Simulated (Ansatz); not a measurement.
Geometry optimisation, Ansatz 0.2.0, RKS PBE0-D4/STO-3G.

input.yaml

```yaml
crystal:
  periodic: [false, false, false]
  atoms:
    - { symbol: "N", position_ang: [-0.48161, 0.95073, -0.70281] }
    - { symbol: C, position_ang: [-0.34284, 0.57428, 0.5077] }
    - { symbol: Al, position_ang: [0.67177, -1.2778, 0.55013] }
    - { symbol: H, position_ang: [-0.10457, 0.35152, -1.45493] }
    - { symbol: H, position_ang: [-0.93974, 1.81509, -1.00359] }
    - { symbol: H, position_ang: [-0.75536, 1.24302, 1.26905] }
    - { symbol: H, position_ang: [0.90286, -1.55671, -0.94661] }
    - { symbol: H, position_ang: [1.04948, -2.10012, 1.78107] }
total_charge: 1
basis:
  gaussian: { orbitals: STO-3G }
hamiltonian:
  xc: pbe0
  dispersion: d4
relax:
  f_tol: 0.015
  max_steps: 40
output:
  orbitals: {}
```

Launched with:

```bash
$ ansatz run input.yaml --threads 1 --pin off --max-ram 2048MiB --backend cpu --events-out ev --progress --plain --runs-dir out
```

Where does it end, and by what steps?

It converged. Limits of this set-up: minimal basis, the dipole of an ion depends on the origin. After 9 steps the energy has fallen by 0.414 eV; H4 moved furthest, 0.37 Å.

```csv
step,energy less start (eV),largest force component (eV/Å),accepted
0,0.0000,3.402,yes
1,-0.3261,0.369,yes
2,-0.3823,0.359,yes
3,-0.3944,0.305,yes
4,-0.4085,0.215,yes
5,-0.4061,0.500,no
6,-0.4131,0.071,yes
7,-0.4134,0.118,yes
8,-0.4141,0.017,yes
9,-0.4141,0.014,yes
```

```xyz
8
Properties=species:S:1:pos:R:3
N -0.517 1.021 -0.749
C -0.246 0.408 0.389
Al 0.711 -1.349 0.521
H -0.240 0.611 -1.678
H -1.017 1.946 -0.814
H -0.620 0.994 1.261
H 1.043 -1.817 -0.855
H 0.886 -1.813 1.924
```

The run took 7.3 s on 1 CPU thread of a shared host.
